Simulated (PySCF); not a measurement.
Gas-phase reaction: 4 CH3SiCl3 + C4H8 (cis-2-butene) → 4 SiCl2 + 2 Cl2 + 2 C4H10 (isobutane)

Energies from PySCF, thermal terms from the rigid-rotor harmonic-oscillator model, ideal gas at 1 bar. † marks an energy on the PBE0/def2-TZVP geometry and frequencies; other levels use their own. 6-31G* has spherical d functions here. All species are closed-shell singlets. B3LYP is the form with VWN-RPA correlation.

LDA/def2-TZVP† gives ΔH°(298 K) = 1351 kJ.

Question: What do B3LYP/6-31G*, HF/def2-TZVP†, ωB97M-V/def2-TZVP† give?

Answer: B3LYP/6-31G*: 1206 kJ; HF/def2-TZVP†: 1371 kJ; ωB97M-V/def2-TZVP†: 1334 kJ. For scale, ΔH°(298 K) is 1351 kJ at this level, 1334 kJ at ωB97M-V/def2-TZVP†, and runs from 794 to 1450 kJ over the 18 levels computed.
